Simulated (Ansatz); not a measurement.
**Basis or method: atomization of CH$_{4}$**

CH4, singlet; coordinates (Å): C 0.000 0.000 0.000; H 0.628 0.630 0.629; H -0.632 -0.627 0.629; H -0.627 0.628 -0.632; H 0.630 -0.631 -0.626. Quantity: atomization.

Ansatz 0.2.0, basis 6-31G or cc-pVDZ or cc-pVTZ; geometries are PBE0/def2-TZVP minima. Wave-function levels freeze the cores; HF, MP2 and coupled cluster are restricted for singlets and unrestricted otherwise, atoms included (their steps beyond CCSDT(Q) come from restricted open-shell runs), Kohn–Sham unrestricted where that lies lower. The reference is CCSDT(Q) or full CI (coupled cluster only where its series has nearly closed). Semilocal and hybrid functionals correlate all electrons outside any core potential and usually lie nearer their basis limit than the reference, so part of their error here is the reference's basis and frozen-core error; RPA and the MP2 part of double hybrids freeze the same cores as the reference. None of these values is a measured one. Energies are electronic, without zero-point terms. No spin–orbit coupling and no scalar relativity. The species are chosen: bound, without strong static correlation by their natural occupations or amplitudes, in their lowest spin state as far as vertical gaps and like structures tell, and with a ladder that closes on the reference, so errors are smaller than for species at large; levels whose determinant breaks symmetry or spin markedly are left out.

```tsv
level	6-31G (kcal/mol)	cc-pVDZ (kcal/mol)	cc-pVTZ (kcal/mol)
reference	371.4 (full CI)	395.2 (full CI)	413.0 (CCSDT(Q))
MP2	367.0	391.9	410.3
CCSD(T)	371.3	395.1	413.0
PBE	419.5	414.2	420.4
r2SCAN	416.1	413.4	419.5
B3LYP	417.8	413.6	421.1
wB97M-V	420.6	417.2	420.3
RPA-PBE	362.1	386.0	400.8
```

From 6-31G to cc-pVTZ the reference moves by 41.6 kcal/mol and PBE by 0.9 (over all sets PBE spans 6.2); the step from CCSD(T) to the reference is 0.1 in the first and 0.0 in the last.
